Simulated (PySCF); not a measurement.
# `CCC(=O)CC`, C5H10O

Molfile (atoms numbered from 1):
```
C5H10O
     RDKit          3D

 16 15  0  0  0  0  0  0  0  0999 V2000
    2.4946    0.0714   -0.0010 C   0  0  0  0  0  0  0  0  0  0  0  0
    1.1594    0.0522   -0.7173 C   0  0  0  0  0  0  0  0  0  0  0  0
   -0.0316    0.1051    0.2177 C   0  0  0  0  0  0  0  0  0  0  0  0
    0.0939    0.3424    1.3957 O   0  0  0  0  0  0  0  0  0  0  0  0
   -1.3886   -0.1560   -0.4034 C   0  0  0  0  0  0  0  0  0  0  0  0
   -2.5491    0.1633    0.5173 C   0  0  0  0  0  0  0  0  0  0  0  0
    2.6126   -0.8165    0.6374 H   0  0  0  0  0  0  0  0  0  0  0  0
    3.3293    0.0946   -0.7164 H   0  0  0  0  0  0  0  0  0  0  0  0
    2.5695    0.9500    0.6549 H   0  0  0  0  0  0  0  0  0  0  0  0
    1.0615    0.9186   -1.3978 H   0  0  0  0  0  0  0  0  0  0  0  0
    1.0529   -0.8309   -1.3715 H   0  0  0  0  0  0  0  0  0  0  0  0
   -1.3975   -1.2223   -0.6974 H   0  0  0  0  0  0  0  0  0  0  0  0
   -1.4513    0.3977   -1.3565 H   0  0  0  0  0  0  0  0  0  0  0  0
   -3.5096   -0.1052    0.0544 H   0  0  0  0  0  0  0  0  0  0  0  0
   -2.5735    1.2350    0.7642 H   0  0  0  0  0  0  0  0  0  0  0  0
   -2.4513   -0.3822    1.4663 H   0  0  0  0  0  0  0  0  0  0  0  0
  1  2  1  0
  2  3  1  0
  3  4  2  0
  3  5  1  0
  5  6  1  0
  1  7  1  0
  1  8  1  0
  1  9  1  0
  2 10  1  0
  2 11  1  0
  5 12  1  0
  5 13  1  0
  6 14  1  0
  6 15  1  0
  6 16  1  0
M  END
```

Computed, not measured: TDDFT CAM-B3LYP/def2-TZVPD excited states, vertical, gas phase (PySCF 2.14.0). Geometry: PBE0-D3(BJ)/def2-SVP.

**Question.** Give the one- and two-photon strengths of the lowest singlets.

**Answer.** δ for parallel linear polarisation; σ at the peak of a Lorentzian of half width 0.1 eV, single beam; Ω is circular over linear.
```
state  E (eV)      f  photon λ (nm)  δ (au)  σ (GM)     Ω                                main
   S1    4.56  0.000            543    <0.1    0.00     –                    HOMO→LUMO+1 0.89
   S2    6.52  0.010            380    0.66    0.01  1.50                      HOMO→LUMO 0.90
   S3    7.42  0.002            334    43.9    0.88  1.50                    HOMO→LUMO+3 0.90
   S4    7.61  0.000            326    57.6    1.22  0.09                    HOMO→LUMO+2 0.91
   S5    7.75  0.000            320    32.3    0.71  0.87  HOMO→LUMO+4 0.70, HOMO→LUMO+6 0.19
   S6    8.32  0.003            298    11.4    0.29  1.50  HOMO→LUMO+5 0.77, HOMO→LUMO+7 0.12
```

Among these, the strongest one-photon state is S2, the strongest two-photon state S4, with a dipole change of 2.3 D (relaxed, norm of the difference vector).
